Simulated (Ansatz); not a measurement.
Results of rVV10 in Ansatz (plane waves, PAW) for Ga2O3 (C2/m, No. 12).

Settings: plane-wave cutoff 500 eV, 10×10×6 k mesh (along the axes of the cell as run), gaussian smearing 0.02 eV, scalar-relativistic PAW data made under PBE.

Cell (relaxed at this level):

```cif
data_Ga8O12
_chemical_formula_sum 'Ga8 O12'
_space_group_name_H-M_alt 'C2/m'
_space_group_IT_number 12
_space_group_name_Hall '-C 2y'
_cell_length_a 12.45627
_cell_length_b 3.09623
_cell_length_c 5.89566
_cell_angle_alpha 90.000
_cell_angle_beta 103.659
_cell_angle_gamma 90.000
loop_
_atom_site_label
_atom_site_type_symbol
_atom_site_symmetry_multiplicity
_atom_site_Wyckoff_symbol
_atom_site_fract_x
_atom_site_fract_y
_atom_site_fract_z
_atom_site_occupancy
Ga1 Ga 4 i 0.09035 0.00000 0.79450 1
Ga2 Ga 4 i 0.15865 0.50000 0.31301 1
O1 O 4 i 0.16511 0.00000 0.10843 1
O2 O 4 i 0.17339 0.00000 0.56301 1
O3 O 4 i 0.49617 0.00000 0.25588 1
```
(The calculation used a cell of 10 atoms; values per cell refer to that cell.)

Problem. What does this level give for the band gap?

Solution. 
- band gap = 1.80 eV (on the SCF k mesh)

Measured, for comparison: band gap 4.85 ± 0.1 eV (room temperature, no zero-point or thermal correction, ARPES, indirect, as cited; as tabulated in Mengle et al. (2016), arXiv:1902.02681).

Note: the relaxation could not lower the start's symmetry, so the cell can be a saddle point above a distorted one; the volume lies 6 % above that of the published cell.

Spin–orbit coupling is not included.

Cost on a shared machine: about 7 core-minutes (a rough figure).

Ansatz is a quantum-chemistry and plane-wave program.
